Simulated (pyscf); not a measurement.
Optimised with ωB97X-D3(BJ)/def2-SVP in PySCF.

**Question.** Estimate the classical barrier height and the reaction energy of H₂N–NH₂ + germane (GeH₄) → H₂N–NH–GeH₃ + hydrogen (H₂) at ωB97M-D3(BJ)/def2-TZVP. The step runs on the singlet surface, breaks H–N, Ge–H and forms Ge–N, H–H; take the separated reactants as zero.

**Answer.** ΔE‡ = 49.2 kcal/mol, ΔE = +7.4 kcal/mol. Zero-point energy shifts the barrier by -1.9 kcal/mol. It is a four-centre exchange, with an imaginary mode of 1375i cm⁻¹. H₂N–NH–GeH₃ lies 44.8 kcal/mol over its isomer H₂N–GeH₂–NH₂ (electronic energy, ωB97M-D3(BJ)/def2-TZVP). This is the saddle that the search found; another between the same sides may lie lower. Elements up to Kr have no core potential and no relativistic terms here.
